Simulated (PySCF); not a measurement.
Species: C4H6F (doublet state).
Geometry (GFN2-xTB, Å), atoms numbered from 1 in this order:
```xyz
11
C4H6F angstrom
C      1.6032    0.0599   -0.1229
C      0.2520   -0.2755   -0.4501
C     -0.8915    0.7179   -0.2254
C     -0.7915   -0.4729    0.6496
F     -1.6951   -1.4758    0.4760
H      1.8184    0.7259    0.6899
H      2.4194   -0.3580   -0.6758
H      0.1239   -0.9368   -1.2981
H     -1.6788    0.7349   -0.9621
H     -0.6460    1.6771    0.2017
H     -0.5086   -0.3941    1.6911
```

The hyperfine couplings belong to this conformer and change with its torsions.

Identity: `[CH2][C@@H]1C[C@H]1F` [radical].

Method used: PySCF 2.14.0, UKS B3LYP, pcH-1 on C F H, non-relativistic, mean-field spin-orbit, GIAO. The structure is a single GFN2-xTB conformer in the gas phase; no vibrational or solvent corrections. The geometry wasn't refined by DFT: couplings that depend on bond lengths, twists or pyramidal angles can differ widely from those at the functional's own minimum. Stability of the SCF solution: not tested.

(1) Give the principal g shifts and their parts.

(2) At 9.588 GHz, how far is the centre of the isotropic spectrum from where a free electron (g = 2.002319) resonates?

(3) What effective moment and Curie constant follow for a powder?

(4) Average each term over the three axes. Which is largest in size?

(5) In a frozen sample, at which fields do the three g values resonate at 9.5, 34, 94 and 263 GHz (hyperfine left aside), and which band first spreads them over more than twice a line width of 0.3 mT?

## Answers

(1) 
| Δg (ppm) | 1 | 2 | 3 |
| --- | --- | --- | --- |
| relativistic mass correction | -155 | -155 | -155 |
| gauge correction | 21 | 21 | 43 |
| orbital Zeeman/spin–orbit | 104 | 568 | 789 |
| total | -30 | 434 | 677 |

So g = 2.00229, 2.00275, 2.00300 and g_iso = 2.00268; the tensor is rhombic: the two nearest values differ by 34 % of g3 − g1. Axes: g2 points within 7° of the C1–H7 bond.

(2) B = hν/(g μB) with μB/h = 13.99624 MHz/mT gives 342.12 mT for the free electron and 342.06 mT at g_iso, 0.06 mT lower.

(3) With the mean of g² = 4.0107 and S(S+1) = 0.75: μ_eff = √(⟨g²⟩S(S+1)) = 1.734 μB and χT = 0.12505·⟨g²⟩·S(S+1) = 0.376 cm³ K/mol (cgs; spin-Hamiltonian part alone).

(4) The orbital-Zeeman/spin–orbit term 487, the mass correction -155 and the gauge correction 28 ppm, for a total of 360 ppm. The orbital-Zeeman/spin–orbit term is the largest in size. The mass correction is the same along every axis, so the anisotropy comes from the other two: their spans along these axes are 21 (gauge) and 686 ppm (orbital Zeeman/spin–orbit).

(5) 
```
band    GHz  B(g3) mT  B(g2) mT  B(g1) mT  spread mT
   X    9.5    338.87    338.91    338.99       0.12
   Q   34.0   1212.79   1212.94   1213.22       0.43
   W   94.0   3353.02   3353.43   3354.20       1.18
   J  263.0   9381.32   9382.46   9384.64       3.31
```

The spread grows in proportion to the frequency. W band is the first where it exceeds 0.6 mT.

The largest Mulliken spin populations are on C1 (+1.01), C2 (-0.11), C4 (+0.09) and C3 (+0.08). C1 is the only atom above +0.15. The positive populations add up to 1.20 and the negative ones to -0.20, together 2S = 1. The angles at C1 add up to 360.0°, so it is planar; its axial dipolar tensor and the negative couplings of its protons fit spin in a p orbital normal to that plane.

The HOMO–LUMO gaps are 6.60 eV among the α and 6.32 eV among the β orbitals.

Time: 18 s (grids of density and orbitals included); peak memory 0.67 GiB. Hardware: one thread of an INTEL XEON PLATINUM 8581C at 2.10 GHz, no GPU, shared host with 80 logical CPUs at a one-minute load of 19.
